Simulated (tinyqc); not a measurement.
Ways to converge the cycle: SCF convergence aids in the sto-3g basis, for BH, spin multiplicity 3. Computed by the program tinyqc with PySCF. UHF with one setting changed at a time; a run stops when the energy changes by less than 1e-09 hartree and the error matrix is below 1e-5. The start is the Wolfsberg-Helmholz matrix. Damping d keeps d of the old density; a shift (hartree) raises the virtual levels; DIIS n extrapolates F over n matrices.

Geometry (angstrom):

| atom | x | y | z |
|---|---|---|---|
| B | 0.0000 | 0.0000 | 0.0000 |
| H | 0.0000 | 0.0000 | 1.3730 |

lowest solution found by these runs and by PySCF with stability checks = -24.728374 hartree

Largest element of the error matrix X^T (FDS - SDF) X:

| iteration | plain | damping 0.3 | damping 0.6 | shift 0.4 | DIIS 3 | DIIS 8 |
|---|---|---|---|---|---|---|
| 1 | 1.6e-01 | 1.6e-01 | 1.6e-01 | 1.6e-01 | 1.6e-01 | 1.6e-01 |
| 2 | 6.3e-02 | 8.6e-02 | 1.2e-01 | 8.2e-02 | 6.3e-02 | 6.3e-02 |
| 3 | 4.9e-02 | 5.5e-02 | 9.0e-02 | 6.4e-02 | 4.6e-02 | 4.6e-02 |
| 4 | 3.7e-02 | 4.6e-02 | 7.1e-02 | 5.5e-02 | 2.8e-02 | 2.8e-02 |
| 5 | 2.8e-02 | 4.0e-02 | 5.7e-02 | 4.8e-02 | 6.1e-03 | 4.7e-03 |
| 6 | 2.0e-02 | 3.3e-02 | 4.6e-02 | 4.0e-02 | 1.0e-03 | 1.1e-03 |
| 8 | 9.3e-03 | 2.2e-02 | 3.8e-02 | 2.7e-02 | 4.7e-05 | 8.5e-05 |
| 10 | 4.0e-03 | 1.3e-02 | 3.2e-02 | 1.8e-02 | 1.1e-06 | 3.0e-07 |
| 14 | 6.8e-04 | 4.6e-03 | 2.1e-02 | 7.0e-03 | - | - |
| 20 | 4.7e-05 | 8.2e-04 | 9.3e-03 | 1.5e-03 | - | - |
| 30 | - | 4.5e-05 | 2.1e-03 | 1.2e-04 | - | - |
| 45 | - | - | 2.0e-04 | - | - | - |
| 60 | - | - | 2.0e-05 | - | - | - |

How each run ends:

| run | iterations | E (hartree) | state |
|---|---|---|---|
| plain | 24 | -24.590455 | higher |
| damping 0.3 | 36 | -24.590455 | higher |
| damping 0.6 | >60 | -24.590455 | falls steadily but slowly, by a factor of about 0.86 a step |
| shift 0.4 | 40 | -24.590455 | higher |
| DIIS 3 | 10 | -24.590455 | higher |
| DIIS 8 | 10 | -24.590455 | higher |

What does the comparison show, and why?

No run reaches the lowest solution found. Ending on a higher stationary point: plain, damping 0.3, shift 0.4, DIIS 3, DIIS 8; a small error matrix cannot reveal that, and an occupation fixed by the start is kept by symmetry or by the shape of the basin. Not converged: damping 0.6. Plain steps already contract here, so damping only slows them. DIIS 3 and DIIS 8 gain by cancelling the error over several earlier matrices, much as a quasi-Newton step does.
